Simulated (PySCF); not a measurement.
`C[C@@H]1CCCS1` (2-methyltetrahydrothiophene). The geometry is computed with GFN2-xTB (gas phase).

```
atom  x, y, z in Å
C1     2.1759    0.0905    0.0165
C2     0.8117    0.1637    0.6768
C3    -0.1440   -0.9354    0.2243
C4    -1.5596   -0.4277    0.4669
C5    -1.6145    0.9516   -0.1670
S6    -0.0314    1.7549    0.2647
H7     2.0774    0.1744   -1.0635
H8     2.6549   -0.8580    0.2535
H9     2.8110    0.8999    0.3673
H10    0.9196    0.1535    1.7651
H11   -0.0011   -1.1213   -0.8429
H12    0.0539   -1.8613    0.7657
H13   -1.7447   -0.3495    1.5402
H14   -2.3100   -1.0882    0.0305
H15   -2.4254    1.5697    0.2123
H16   -1.6813    0.8922   -1.2543
```

What is the longest distance between nuclei?

H8···H15, 5.63 Å; the next longest distance is 5.50 Å.

Where is the centre of mass (commonest isotopes), and what is the radius of gyration?

Mass 102.050 u; centre at (-0.045, 0.516, 0.244) Å; Rg = √(Σ m r²/M) = 1.668 Å. As Ia + Ib + Ic = 2 Σ m r², the three principal moments sum to 568.2 u·Å².

How far are the heavy atoms from their best plane (unweighted least squares)?

0.265 Å rms; C1 0.28, C2 0.41, C3 0.13, C4 0.18, C5 0.33, S6 0.15 Å (magnitudes).

Give the dihedral angles C3–C4–C5–S6, C2–C3–C4–H14, H14–C4–C5–H15, H14–C4–C5–S6, H8–C1–C2–C3, C3–C4–C5–H15.

C3–C4–C5–S6 -42° (synclinal); C2–C3–C4–H14 171° (antiperiplanar); H14–C4–C5–H15 78° (synclinal); H14–C4–C5–S6 -163° (antiperiplanar); H8–C1–C2–C3 -60° (synclinal); C3–C4–C5–H15 -160° (antiperiplanar). Dihedral signs follow IUPAC: positive where, seen along the central bond, the front bond turns clockwise onto the rear one.

How far apart are these pairs, which share no bond: C1···H11, C3···S6, H7···H9, H8···H10, H10···H15?

C1···H11 2.636 Å (3 bonds apart); C3···S6 2.693 Å (2 bonds apart); H7···H9 1.764 Å (2 bonds apart); H8···H10 2.514 Å (3 bonds apart); H10···H15 3.950 Å (4 bonds apart).

What is the repulsion energy of the bare nuclei, Σ ZA·ZB/RAB?

312.51 Eh over 120 pairs, with full nuclear charges and distances in bohr; the largest single term is 27.81 Eh (C5 with S6).

Write the matrix of distances between heavy atoms (Å, lower triangle).

```
C1    0.000
C2    1.517  0.000
C3    2.545  1.525  0.000
C4    3.798  2.453  1.523  0.000
C5    3.891  2.687  2.424  1.519  0.000
S6    2.776  1.847  2.693  2.672  1.827  0.000
```

Not checked by GFN2-xTB frequencies. One conformer, not necessarily the lowest.
